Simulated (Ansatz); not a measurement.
Eight cases of atomisation energy with Al to Br (electronic energies, kcal/mol), geometries: B3LYP-D3(BJ)/def2-TZVP. Functionals by Ansatz (a first-principles code) in def2-TZVPD; columns hold the difference against the high level (Ansatz, AFQMC by cisd_afqmc): A = CCSD(T)/CBS(cc-pV(Q+d)Z,cc-pV(5+d)Z) + [CCSDT(Q) - CCSD(T)]/cc-pV(5+d)Z + [FCI - CCSDT(Q)]/cc-pV(D+d)Z + core + X2C; B = CCSD(T)/CBS(cc-pV(Q+d)Z,cc-pV(5+d)Z) + [CCSDT(Q) - CCSD(T)]/cc-pV(D+d)Z + core + X2C; C = CCSD(T)/CBS(cc-pV(Q+d)Z,cc-pV(5+d)Z) + [CCSDT(Q) - CCSD(T)]/cc-pV(Q+d)Z + [CCSDTQ - CCSDT(Q)]/cc-pV(D+d)Z + core + X2C; D = CCSD(T)/CBS(cc-pV(Q+d)Z,cc-pV(5+d)Z) + [CCSDT(Q) - CCSD(T)]/cc-pV(T+d)Z + [CCSDTQ - CCSDT(Q)]/cc-pV(D+d)Z + core + X2C; E = CCSD(T)/CBS(cc-pV(Q+d)Z,cc-pV(5+d)Z) + [CCSDT(Q) - CCSD(T)]/cc-pV(T+d)Z + core + X2C; F = CCSD(T)/CBS(cc-pVQZ,cc-pV5Z) + [CCSDT(Q) - CCSD(T)]/cc-pVTZ + [CCSDTQ - CCSDT(Q)]/cc-pVDZ. The cases were drawn at random from those of this class that have a high level and all functionals, leaving out states under which another spin lies or may lie. Left out are anions, K, Ca, elements past Kr, ionisation of Li, Na and Mg, pi-pi* triplets of linear molecules and other triplets made from a closed-shell parent. Runs that doubt their state, and full CI more than 15 mEh from coupled cluster, are set aside; a case stays where another high level and all functionals remain. AFQMC serves as high level only in triple zeta or larger, with a steady walk, a bar under 0.8 kcal/mol and agreement with other high levels or trials where they ran; where none ran, an unstable determinant or (outside 3d species) a high T1 diagnostic also bars it, so strongly correlated cases are thinned. No case was kept or dropped by the size of a functional's miss. Each difference is the functional minus the high level; affinities count positive where energy is released, gaps as the second state minus the first. Open shells are spin-unrestricted; no spin-orbit coupling. Cores are frozen in correlated methods (noble-gas shells, and filled d and f shells in the p block). Rows without X2C or -DK are non-relativistic. CBS(X,Y): correlation extrapolated as X^-3, Hartree-Fock from the larger set (Q,5: extrapolated as (X+1)exp(-9√X)). A bracket is a step between two methods taken in the basis named. Functionals run without relativity, which enters their misses. '+ core + X2C': CCSD(T) terms for core correlation (cc-pwCVTZ, 1s frozen past Ne) and scalar relativity (cc-pVTZ-DK). Full CI freezes restricted core orbitals, also for open shells; the composite that ends in it estimates full CI at the basis-set limit. Where a partner has so few electrons that a lower coupled-cluster level is exact, that level stands in. The UHF reference of OS (O=S, triplet) is spin-contaminated (<S^2> up to 0.06 over the pure value in the sets run). The UHF reference of FOS (O=[S]F, doublet) is spin-contaminated (<S^2> up to 0.04 over the pure value in the sets run).

```csv
case,level,value,PBE,r2SCAN,B3LYP
"BH2S (SMILES B[S], doublet)",D,286.9,7.8,7.9,2.9
"PH3 (phosphane, SMILES P)",C,241.8,-2.5,-2.1,2.7
"BH2S (SMILES [BH]S, doublet)",D,265.8,8.0,9.0,0.9
"SeF (SMILES F[Se], doublet)",F,80.9,9.4,0.9,0.2
C2H3Cl (SMILES ClC=C),B,544.5,12.8,0.2,-5.3
"SO (SMILES S=O, triplet)",C,126.2,14.5,6.2,0.1
AlH3 (SMILES [AlH3]),A,212.4,-9.0,-0.9,0.1
"SOF (SMILES [S](F)=O, doublet)",E,213.6,21.0,5.6,-3.2
```

Over these rows, PBE: mean +7.7, mean absolute 10.6, median absolute 9.2, largest +21.0; r2SCAN: mean +3.4, mean absolute 4.1, median absolute 3.9, largest +9.0; B3LYP: mean -0.2, mean absolute 1.9, median absolute 1.8, largest -5.3 kcal/mol. PBE lies above in 6 and below in 2 of the eight.
